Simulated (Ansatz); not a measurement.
## BSiNH, quartet: vertical spin and charge gaps

Geometry (PBE0/def2-TZVP stationary point for this spin, not checked as a minimum):

```xyz
4

N     0.0000   -0.7598    0.6654
B     0.0000    0.4740    1.1778
Si    0.0000    0.1517   -0.8595
H     0.0000    1.2476    2.0700
```

Basis cc-pVDZ; Ansatz 0.2.0. Only valence electrons are correlated (noble-gas cores frozen). Prefix R: restricted or restricted open-shell reference; prefix U: unrestricted.

Gaps are energies of the second state less the first, at fixed atoms, for a selection of the levels run; each method lands on the state that its own search finds for that charge and spin.

For open shells CISD is restricted-active-space CI with the open shells as a complete middle space.

Question: PBE gives 7.138 eV for removing an electron, to the triplet. Estimate what UCCSDT(Q) gives in cc-pVDZ.

Answer: UCCSDT(Q) in cc-pVDZ gives 6.989 eV, so against it PBE is off by 0.149 eV.

```json
{"level": "UHF", "gap (eV)": "6.849", "error (meV)": "-140"}
{"level": "UMP2", "gap (eV)": "7.049", "error (meV)": "60"}
{"level": "CISD", "gap (eV)": "7.013", "error (meV)": "24"}
{"level": "RCCSD", "gap (eV)": "7.024", "error (meV)": "35"}
{"level": "RCCSD(T)", "gap (eV)": "6.998", "error (meV)": "9"}
{"level": "UCCSD(T)", "gap (eV)": "6.997", "error (meV)": "8"}
{"level": "PBE0", "gap (eV)": "7.236", "error (meV)": "247"}
{"level": "wB97M-V", "gap (eV)": "6.894", "error (meV)": "-95"}
{"level": "B2PLYP", "gap (eV)": "6.968", "error (meV)": "-21"}
```

Removing an electron, to the quintet: 11.213 eV at UCCSDT(Q).

| level | gap (eV) | error (meV) |
| --- | --- | --- |
| RHF | 9.504 | -1709 |
| UMP2 | 11.289 | 76 |
| RCCSD | 11.041 | -172 |
| RCCSD(T) | 11.203 | -10 |
| UCCSD(T) | 11.199 | -14 |
| PBE | 11.503 | 290 |
| r2SCAN | 11.349 | 136 |
| PBE0 | 11.300 | 87 |
| B3LYP | 11.355 | 142 |
| RPA-PBE | 11.339 | 126 |

Doublet less quartet: -3.041 eV at UCCSDT(Q).

```tsv
level	gap (eV)	error (meV)
RHF	-2.363	678
UHF	-2.278	763
RMP2	-2.966	75
RCCSD	-3.011	30
UCCSD	-3.003	38
UCCSD(T)	-3.047	-6
RCCSDT	-3.037	4
UCCSDT	-3.036	5
PBE	-3.044	-3
PBE0	-2.988	53
```

Question: PBE gives 5.954 eV for sextet less quartet. Estimate what UCCSDT(Q) gives in cc-pVDZ.

Answer: UCCSDT(Q) in cc-pVDZ gives 6.000 eV, so against it PBE is off by -0.046 eV.

```json
{"level": "RMP2", "gap (eV)": "6.284", "error (meV)": "284"}
{"level": "UMP2", "gap (eV)": "6.150", "error (meV)": "150"}
{"level": "RCCSD(T)", "gap (eV)": "5.997", "error (meV)": "-3"}
{"level": "BCCD(T)", "gap (eV)": "5.997", "error (meV)": "-3"}
{"level": "RCCSDT", "gap (eV)": "5.981", "error (meV)": "-19"}
{"level": "UCCSDT", "gap (eV)": "5.981", "error (meV)": "-19"}
{"level": "RCCSDT(Q)", "gap (eV)": "5.999", "error (meV)": "-1"}
{"level": "r2SCAN", "gap (eV)": "5.747", "error (meV)": "-253"}
{"level": "PBE0", "gap (eV)": "5.757", "error (meV)": "-243"}
{"level": "wB97M-V", "gap (eV)": "6.043", "error (meV)": "43"}
```

In so small a basis the reference is far from its limit while semilocal and hybrid functionals are nearer theirs (RPA and double hybrids share much of the reference's basis error), so the functionals' errors here hold much of the reference's basis and frozen-core error, which can add to them or hide them.

Full CI isn't at hand for all of this; UCCSDT(Q) serves as the reference, and is uncertain by about the last step of the cluster series. The frozen core follows each run's orbitals, which can shift R against U totals by a few meV.
